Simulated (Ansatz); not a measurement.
Basis-set extrapolation for `NCOCF` (PBE0-D4/def2-TZVP geometry, frozen core, Ansatz). Multiplicity 1, RHF reference.

```csv
,def2-TZVPP,def2-QZVPP
HF,-308.100054,-308.114332
MP2 correlation,-1.041593,-1.122628
CCSD(T) correlation,-1.108699,not run
```

Energies in hartree. Use E(X) = E(∞) + A·exp(−7.88·√X) for Hartree–Fock and E(X) = E(∞) + B·X^(−2.97) for correlation, with X = 3 and 4, and add CCSD(T) minus MP2 of the smaller set to the MP2 limit.

Problem. What is the CCSD(T) energy at the basis-set limit?

Solution. HF limit: -308.114332 + (-0.014278) × 0.13774 = -308.11630. MP2 limit: -1.122628 + (-0.081035) × 0.74074 = -1.18265. Higher-order term: -1.108699 − (-1.041593) = -0.06711. Total: -309.36606 hartree, 413.0 kJ/mol below CCSD(T)/def2-TZVPP.
